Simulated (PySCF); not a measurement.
How methods differ on the ionisation energy of Mg

Mg [Ne] 3s2 (1S) → Mg⁺ [Ne] 3s1 (2S), as a difference of total energies. Computed with PySCF 2.14 in aug-cc-pCVTZ-DK with one added diffuse shell each of s, p, d, f type (9s8p6d4f, 91 functions), with the spin-free X2C one-electron Hamiltonian (Gaussian nucleus). Correlated levels: valence and next inner shell: 1s2 frozen. The calculations carry no spin-orbit coupling.

```csv
method,ionisation energy (eV)
UHF,6.616
MP2 (valence and next inner shell),7.382
SCS-MP2 (valence and next inner shell),7.485
CCSD (valence and next inner shell),7.576
CCSD(T) (valence and next inner shell),7.609
```

Errors of the correlated levels include the incompleteness of this basis and the frozen core.

**Question.** Which method comes closest to the reference value, and which is furthest?

**Answer.** The reference is 7.646 eV (measured; NIST Atomic Spectra Database, ionization energies). Closest: CCSD(T) (valence and next inner shell) (error -0.037 eV); furthest: UHF (error -1.030 eV).
